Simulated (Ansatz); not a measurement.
# What a trial cell of Y₃As relaxes into

Theory: DFT PBE, scalar-relativistic, plane waves, PAW (Ansatz). Cutoff 420 eV, Γ-centred k mesh, Gaussian smearing, no spin polarisation in the final step.

The start puts Y₃As on the TiAl3 (D0_22) structure type (I4/mmm, No. 139), with As in place of Ti, Y in place of Al, at a guessed volume.

```yaml
crystal:
  lattice:
    - [-2.24700, 2.24700, 5.01928]
    - [2.24700, -2.24700, 5.01928]
    - [2.24700, 2.24700, -5.01928]
  atoms:
    - { symbol: Y, position: [0.50000, 0.50000, 0.00000] }
    - { symbol: Y, position: [0.25000, 0.75000, 0.50000] }
    - { symbol: Y, position: [0.75000, 0.25000, 0.50000] }
    - { symbol: As, position: [0.00000, 0.00000, 0.00000] }
```

Steps on the 14×14×14 mesh (4 atoms). 3 of 5 steps are shown, and the free energy counts from the last. Trial steps that were taken back and renewals of the plane-wave basis can be among the rows.

```
step  ΔF (meV/atom) V (Å³/atom) P (GPa)
   1           10.4        25.34     1.69
   2            0.2        26.41    -0.25
   5            0.0        26.29     0.00
```

A final relaxation ran on a 14×14×14 mesh. The relaxed crystal, I4/mmm (No. 139):

Space group I4/mmm (No. 139). a = 4.488 Å, b = 4.488 Å, c = 10.442 Å, α = 90.00°, β = 90.00°, γ = 90.00°
```tsv
atom	site	symmetry	x	y	z
Y	2b	4/mmm	0.5000	0.5000	0.0000
Y	4d	-4m2	0.5000	0.0000	0.2500
As	2a	4/mmm	0.0000	0.0000	0.0000
```

```json
{
 "Volume per atom": "26.29 Å³",
 "Density": "5.39 g/cm³",
 "Energy over the elements": "-0.40 eV/atom",
 "Gap on the 14×14×14 mesh": "0 eV (a metal)"
}
```

Formation energies are uncorrected and refer to the elements' standard structures at the same level.

The final run used a 14×14×14 mesh on its 4-atom cell and 0.10 eV smearing. The k mesh leaves about 4 meV/atom of noise in metals.

A structure relaxed within its symmetry needn't be a true minimum.

Cost: 2 runs of about 3.6 core-minutes in all, on Arm Neoverse V1 (shared hosts).